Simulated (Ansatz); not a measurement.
A run of Ansatz (development build ahead of 0.2.0) on singlet C2H6 at this shape:

```yaml
atoms:
  - { symbol: C, position_ang: [0.0000, 0.0000, -0.8203] }
  - { symbol: C, position_ang: [0.0000, 0.0000, 0.8203] }
  - { symbol: H, position_ang: [0.0000, -1.1059, -1.2583] }
  - { symbol: H, position_ang: [-0.9577, 0.5529, -1.2583] }
  - { symbol: H, position_ang: [0.9577, 0.5529, -1.2583] }
  - { symbol: H, position_ang: [0.0000, 1.1059, 1.2583] }
  - { symbol: H, position_ang: [-0.9577, -0.5529, 1.2583] }
  - { symbol: H, position_ang: [0.9577, -0.5529, 1.2583] }
```

Its results:

| Quantity | Value |
| --- | --- |
| Converged | yes |
| Reference energy | -79.21560 hartree |
| Correlation energy | -0.37492 hartree |
| Total energy | -79.59052 hartree |
| Spin squared of the determinant | 0.000 |

Problem. Which input gives this output? Name the method, the orbitals and the basis set, and write the input.

Solution. RHF-MP2 in cc-pVTZ. An unrestricted run that stays on the closed shell gives the same numbers.

```yaml
crystal:
  periodic: [false, false, false]
  atoms:
    - { symbol: C, position_ang: [0.0, 0.0, -0.82033] }
    - { symbol: C, position_ang: [0.0, 0.0, 0.82033] }
    - { symbol: H, position_ang: [0.0, -1.10588, -1.25832] }
    - { symbol: H, position_ang: [-0.95772, 0.55294, -1.25832] }
    - { symbol: H, position_ang: [0.95772, 0.55294, -1.25832] }
    - { symbol: H, position_ang: [0.0, 1.10588, 1.25832] }
    - { symbol: H, position_ang: [-0.95772, -0.55294, 1.25832] }
    - { symbol: H, position_ang: [0.95772, -0.55294, 1.25832] }
basis:
  gaussian: { orbitals: cc-pVTZ }
hamiltonian:
  xc: hf
correlation:
  method: mp2
  frozen_orbitals: { C: 1, H: 0 }
```

Caution: no unrestricted run beside it, a lower state can exist.
